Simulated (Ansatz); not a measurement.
Results of PBE0 (PAW; Ansatz, an electronic-structure program) for TlGaTe2 (I4/mcm, No. 140).

Settings: plane-wave cutoff 460 eV, 4×4×4 k mesh, Fermi–Dirac smearing 0.01 eV, scalar-relativistic PAW data made under PBE.

Cell (measured lattice):

Space group I4/mcm (No. 140); a = 8.4290 Å, b = 8.4290 Å, c = 6.8650 Å, α = 90.00°, β = 90.00°, γ = 90.00°

```json
[
 {"atom": "Ga", "site": "4b", "symmetry": "-42m", "x": "0.0000", "y": "0.5000", "z": "0.2500"},
 {"atom": "Te", "site": "8h", "symmetry": "m.2m", "x": "0.1700", "y": "0.3300", "z": "0.0000"},
 {"atom": "Tl", "site": "4a", "symmetry": "422", "x": "0.0000", "y": "0.0000", "z": "0.2500"}
]
```
(The calculation used a cell of 8 atoms; values per cell refer to that cell.)

Estimate the band gap, smallest direct gap on the k points sampled and Γ–Γ gap that the calculation returns.


- band gap = 1.39 eV
- smallest direct gap on the k points sampled = 1.49 eV
- Γ–Γ gap = 4.45 eV

Measured, for comparison: band gap 0.84 eV (temperature not stated, no zero-point or thermal correction, thermal gap, our sources range from 0.84 to 1.20; as tabulated in arXiv:0804.1639).

Note: cell and atoms aren't relaxed at this level (pressure 0.7 GPa).

Spin–orbit coupling is not included; with these elements it can move the gap by several tenths of an eV or more.

The computed numbers hold no vibrational or temperature effects.
